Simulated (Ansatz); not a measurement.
## Match the barriers

Saddle point of CH8SSi, singlet (CH₆Si ([CH3][SiH3]) + H₂S → CH₆SSi ([CH3][SiH2][SH]) + H₂; bonds formed: Si1–S7, H2–H6; bonds broken: Si1–H2, H6–S7), PBE0-D4/def2-TZVP structure:

```
atom    x (Å)    y (Å)    z (Å)
 Si1  -0.5676   0.0758  -0.4213
  H2   0.5355   1.2103  -1.1149
  H3  -1.1695  -1.1234  -1.0575
  H4  -1.5267   1.1519  -0.8516
  C5  -0.4143   0.1795   1.4278
  H6   1.1322   0.4914  -0.9843
  S7   1.6533  -1.1303  -0.5612
  H8  -1.3170   0.6194   1.8570
  H9  -0.2437  -0.8099   1.8535
 H10   0.4336   0.8130   1.7000
 H11   1.4842  -1.4780  -1.8473
```

Ansatz 0.2.0; basis: def2-TZVPP, with def2-QZVPP for the basis limit; cores frozen in the correlated methods. Extrapolation: Hartree–Fock as exp(−7.88 √X), correlation as X^−2.97. Four methods, as single points on the PBE0-D4 structures, gave these electronic barriers from the start structure: 39.52, 44.10, 52.02, 68.14 kcal/mol.

The methods were, in alphabetical order, CCSD(T), HF, PBE-D4, PBE0-D4. Which gave which? (A judgement: the text doesn't fix the answer.)

The calculation gives: PBE-D4 39.52; PBE0-D4 44.10; CCSD(T) 52.02; HF 68.14 kcal/mol. For comparison, CCSD(T) at an estimated basis limit (MP2 extrapolated from triple and quadruple zeta, plus CCSD(T) − MP2 in triple zeta) gives 49.88 kcal/mol.

T1 diagnostic: at most 0.013.

Labels in which every atom is bracketed show which atoms are joined, not bond orders.

For scale, one of the runs: CCSD(T)/def2-TZVPP, 227 basis functions, launched by `ansatz run in.yaml --threads 4 --pin off --events-out ev --progress --plain --max-ram 9574MiB`. The run took 46 s on 4 CPU threads of an Arm Neoverse V2 (shared host), with 3.5 GiB of host memory at its peak.
